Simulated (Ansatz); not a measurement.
`FCCF` → 2 `[CH2]F`•  (homolysis of the C–C bond)

Calculated with Ansatz (gas phase, PBE0-D4/def2-TZVP geometries, no zero-point term in ΔE). CCSD(T)/CBS is the MP2 limit (def2-TZVPP, def2-QZVPP) plus CCSD(T) − MP2 in def2-TZVPP, frozen cores. This one scheme is used for every species. Functionals use def2-TZVPP. B3LYP here is the variant with VWN-RPA as its local correlation; programs differ in this. HSE06 is defined as in plane-wave codes. No spin–orbit coupling; open shells (•) take unrestricted orbitals. One conformer a species, not always the lowest.

```csv
level,ΔE (kJ/mol),difference from CCSD(T)/CBS
LDA (SPW92),464.0,49.7
PBE-D4,397.7,-16.6
BLYP-D4,379.6,-34.7
r2SCAN-D4,377.6,-36.7
B97M-V,406.6,-7.7
PBE0-D4,397.8,-16.5
B3LYP-D4,387.7,-26.6
r2SCAN0-D4,377.1,-37.2
BHLYP-D4,384.9,-29.4
CAM-B3LYP-D4,394.8,-19.5
ωB97M-V,412.0,-2.3
B2PLYP,393.5,-20.8
PBE-QIDH,406.8,-7.5
PBE,393.1,-21.2
revPBE,369.4,-44.9
BLYP,369.0,-45.3
r2SCAN,376.4,-37.9
PBE0,393.9,-20.4
B3LYP,380.3,-34.0
r2SCANh,376.2,-38.1
r2SCAN0,375.8,-38.5
HSE06,394.4,-19.9
BHLYP,380.0,-34.3
CAM-B3LYP,391.0,-23.3
LC-ωPBE,389.4,-24.9
RPA@PBE/def2-TZVPP,395.8,-18.5
HF/def2-SVP,303.9,-110.4
MP2/def2-SVP,413.7,-0.6
CCSD/def2-SVP,395.5,-18.8
CCSD(T)/def2-SVP,401.3,-13.0
HF/def2-TZVPP,294.0,-120.3
MP2/def2-TZVPP,421.4,7.1
SCS-MP2/def2-TZVPP,420.0,5.7
CCSD/def2-TZVPP,397.2,-17.1
CCSD(T)/def2-TZVPP,405.2,-9.1
HF/def2-QZVPP,292.5,-121.8
MP2/def2-QZVPP,426.1,11.8
HF/CBS(def2),292.3,-122.0
MP2/CBS(def2),430.5,16.2
CCSD/CBS(def2),406.3,-8.0
CCSD(T)/CBS,414.3,0
```

Largest T1 diagnostic among the species: 0.015.

Leaving LDA and LC-ωPBE aside and taking each functional with its dispersion term where it has one, the values spread over 34.9 kJ/mol, from r2SCAN0-D4 to ωB97M-V. LDA lies +70.9 kJ/mol from PBE without D4, its usual overbinding. In def2-TZVPP, CCSD(T) changes the Hartree–Fock value by +111.2 kJ/mol (the triples alone add +8.0 kJ/mol) and MP2 by +127.3 kJ/mol; breaking electron pairs costs correlation energy, which Hartree–Fock lacks. From BLYP to BHLYP (50 % exact exchange), in def2-TZVPP and without D4, ΔE moves by +11.0 kJ/mol.
